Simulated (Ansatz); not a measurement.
# AlH₂+ (triplet): wave-function methods side by side at scale of all distances = 2.414, aug-cc-pVTZ

How much of the correlation energy of AlH₂+ (triplet) does each wave-function method recover here?

Program: Ansatz 0.2.0, Gaussian basis. Level of theory: aug-cc-pVTZ, core rule «outside noble gas», up to 5 orbitals frozen. These are calculated values, not measurements.

To be run: UHF; CCSD(T) on ROHF; CCSD(T) on UHF; BCCD(T) on ROHF; CCSDT(Q) on ROHF; CCSDT(Q) on UHF; CASSCF and NEVPT2, 4 electrons in 6 orbitals; Full CI.

14 further runs of the same task are left out: 1 for a known fault of the program, 12 that didn't finish, 1 set aside as unsound or not needed.

### Step 1. What is computed

The geometry derives from a PBE0/def2-TZVP stationary point (not a proven minimum). All distances are scaled together.

3 atoms, charge 1, spin multiplicity 3.

Atoms are counted from 1 here; the program's logs count them from 0.

No contacts short enough for the rule that draws bonds.

As a file:

```
atom    x (Å)     y (Å)     z (Å)
 Al1  0.00000   0.00000  -0.24646
  H2  0.00000   2.17158   3.29872
  H3  0.00000  -2.17158   3.29872
```

### Step 2. UHF

Input file in.yaml:

```yaml
crystal:
  periodic: [false, false, false]
  atoms:
    - {symbol: Al, position_ang: [0.000000, 0.000000, -0.246458]}
    - {symbol: H, position_ang: [0.000000, 2.171584, 3.298720]}
    - {symbol: H, position_ang: [0.000000, -2.171584, 3.298720]}
basis:
  gaussian: {orbitals: aug-cc-pVTZ}
total_charge: 1
magnetization: {spin_polarized: true, initial_magnetization: 2}
hamiltonian: {xc: hf}
output: {orbitals: {seedname: orbitals}}
```

The run is started by

```sh
$ ansatz run in.yaml --threads 1 --pin off --events-out ev --progress --plain --max-ram 2393MiB
```

After this run come: CCSD(T) on ROHF; CCSD(T) on UHF; BCCD(T) on ROHF; CCSDT(Q) on ROHF; CCSDT(Q) on UHF; CASSCF and NEVPT2, 4 electrons in 6 orbitals; Full CI.

**Question.** What will the summary of the whole plan be? Wanted: FCI below the RHF energy; RMP2 from FCI; UMP2 from FCI; RCCSD from FCI; RCCSD(T) from FCI; UCCSD(T) from FCI; RCCSDT(Q) from FCI; UCCSDT(Q) from FCI; NEVPT2 valence from FCI.

The runs gave:

```
                         quantity                                                                                            value
         FCI below the RHF energy                                                                                       -1.0886 eV
                    RMP2 from FCI                                                                                     +31.1 kJ/mol
                    UMP2 from FCI                                                                                     +31.1 kJ/mol
                   RCCSD from FCI                                                                                      +0.1 kJ/mol
                RCCSD(T) from FCI                                                                                       0.0 kJ/mol
                UCCSD(T) from FCI                                                                                       0.0 kJ/mol
               RCCSDT(Q) from FCI                                                                                       0.0 kJ/mol
               UCCSDT(Q) from FCI                                                                                       0.0 kJ/mol
          NEVPT2 valence from FCI                                                                                      +2.9 kJ/mol
levels within 1 kcal/mol (43 meV)  RCCSD, UCCSD, RCCSD(T), UCCSD(T), BCCD(T), RCCSDT, UCCSDT, RCCSDT(Q), UCCSDT(Q), NEVPT2 valence
                    T1 diagnostic                                                                                            0.006
   effectively unpaired electrons                                                                                             2.06
```

**Reading.** RCCSD(T) lands 0.0 kJ/mol from the yardstick (0.0 % of the correlation energy). One determinant dominates. These misses are within one basis, not against nature; the frozen cores of restricted and unrestricted runs differ, which can shift their rows.
